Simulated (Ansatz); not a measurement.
CH8AlN⁺, that is Al(NH2Me)H3 with one electron fewer. Charge 1, multiplicity 2. Geometry r2SCAN-D4/def2-TZVP, that of the neutral singlet; atoms count from 1.

Cartesian coordinates in Å:
```
Al -1.3214 0.5890 0.7171
N 0.3595 0.4261 -0.4342
C 1.0050 -0.9046 -0.3591
H 1.0159 1.1487 -0.1472
H 0.1097 0.6386 -1.3975
H 1.8991 -0.9640 -0.9831
H 1.2669 -1.1007 0.6797
H 0.2826 -1.6547 -0.6779
H -0.6834 0.2872 2.1572
H -2.2071 -0.5715 0.0532
H -1.7269 2.1059 0.3917
```

Question: Estimate the Mulliken populations from the PBE0/def2-TZVP orbitals of Ansatz.

Answer: 
```json
{"atom": "Al1", "charge (e)": "0.35", "spin (α − β)": "0.20"}
{"atom": "N2", "charge (e)": "-0.37", "spin (α − β)": "0.00"}
{"atom": "C3", "charge (e)": "-0.34", "spin (α − β)": "0.00"}
{"atom": "H4", "charge (e)": "0.30", "spin (α − β)": "0.00"}
{"atom": "H5", "charge (e)": "0.30", "spin (α − β)": "0.00"}
{"atom": "H6", "charge (e)": "0.20", "spin (α − β)": "0.00"}
{"atom": "H7", "charge (e)": "0.19", "spin (α − β)": "0.00"}
{"atom": "H8", "charge (e)": "0.17", "spin (α − β)": "0.00"}
{"atom": "H9", "charge (e)": "0.01", "spin (α − β)": "0.15"}
{"atom": "H10", "charge (e)": "0.16", "spin (α − β)": "0.47"}
{"atom": "H11", "charge (e)": "0.03", "spin (α − β)": "0.18"}
```
Mulliken values depend strongly on the basis.

Question: Where does the spin sit?

Answer: Summed by element: Al 0.20, N 0.00, C 0.00, H 0.80, of 1 unpaired in all. Largest on single atoms: H10 0.47, Al1 0.20, H11 0.18.

Question: And the Mayer bond orders between heavy atoms (over 0.3)?

Answer: Al1–N2 0.65 (2.04 Å); N2–C3 0.93 (1.48 Å).
